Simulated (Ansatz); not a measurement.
# AlSiH2+ (quintet): wave-function methods side by side, cc-pVTZ

An exercise on one series of results from a longer session: the logs are not shown, and one member is left open.

Computed with Ansatz 0.2.0, Gaussian basis. Level: cc-pVTZ, core rule «outside noble gas», up to 10 orbitals frozen.

The runs, in order: UHF; CCSD(T) on ROHF; CCSD(T) on UHF; BCCD(T) on ROHF; CCSDT(Q) on ROHF; CCSDT(Q) on UHF; CASSCF and MRCISD+Q, 8 electrons in 10 orbitals; CASSCF and NEVPT2, 8 electrons in 10 orbitals.

13 further runs of the same task are left out: 8 for a known fault of the program, 5 set aside as unsound or not needed. Runs told in other sessions of the task aren't counted.

## The geometry

The geometry is a PBE0/def2-TZVP stationary point (not a proven minimum) of the parent state, kept for this charge and spin.

4 atoms, charge 1, spin multiplicity 5.

Atoms are counted from 1 here; the program's logs count them from 0.

Bond lengths: Si1–Al2 2.409 Å, Al2–H3 1.583 Å, Al2–H4 1.583 Å. Angles: Si1–Al2–H3 117.4°, Si1–Al2–H4 117.4°, H3–Al2–H4 125.2°.

The first run:

File in.yaml:

```yaml
crystal:
  periodic: [false, false, false]
  atoms:
    - {symbol: Si, position_ang: [0.000000, 0.000000, 1.249328]}
    - {symbol: Al, position_ang: [0.000000, 0.000000, -1.159384]}
    - {symbol: H, position_ang: [0.000000, 1.405470, -1.888034]}
    - {symbol: H, position_ang: [0.000000, -1.405470, -1.888034]}
basis:
  gaussian: {orbitals: cc-pVTZ}
total_charge: 1
magnetization: {spin_polarized: true, initial_magnetization: 4}
hamiltonian: {xc: hf}
output: {orbitals: {seedname: orbitals}}
```

Command:

```bash
$ ansatz run in.yaml --threads 1 --pin off --events-out ev --progress --plain --max-ram 2560MiB --backend cpu
```

Steps of the session up to this table: UHF; CCSD(T) on ROHF; CCSD(T) on UHF; BCCD(T) on ROHF; CCSDT(Q) on ROHF; CCSDT(Q) on UHF; CASSCF and MRCISD+Q, 8 electrons in 10 orbitals; CASSCF and NEVPT2, 8 electrons in 10 orbitals.

One of the session's tables, all rows but one given; the rest of the session is left out.

| method | from UCCSDT(Q) (kcal/mol) |
| --- | --- |
| UHF | +100.37 |
| RMP2 | +24.85 |
| UMP2 | +27.09 |
| RCCSD | +6.45 |
| UCCSD | +6.10 |
| RCCSD(T) | ? |
| UCCSD(T) | +1.42 |
| BCCD(T) | +1.43 |
| RCCSDT | +0.37 |
| UCCSDT | +0.30 |
| RCCSDT(Q) | +0.05 |
| UCCSDT(Q) | 0 |
| CASSCF valence | +61.49 |
| NEVPT2 valence | +16.96 |
| MRCISD valence | +4.62 |
| MRCISD+Q valence | +0.81 |

Estimate the missing values for RCCSD(T).

**Answer.** from UCCSDT(Q) (kcal/mol): +1.41. In the column «from UCCSDT(Q) (kcal/mol)» it lies between MRCISD+Q valence (+0.81) and UCCSD(T) (+1.42).

Left out of the table: ROHF (another determinant or state than the rows shown).

Limits of these values: Restricted and unrestricted rows rest on different reference determinants; a gap between their highest levels can come from leftover correlation error, from unlike frozen cores or from another state.
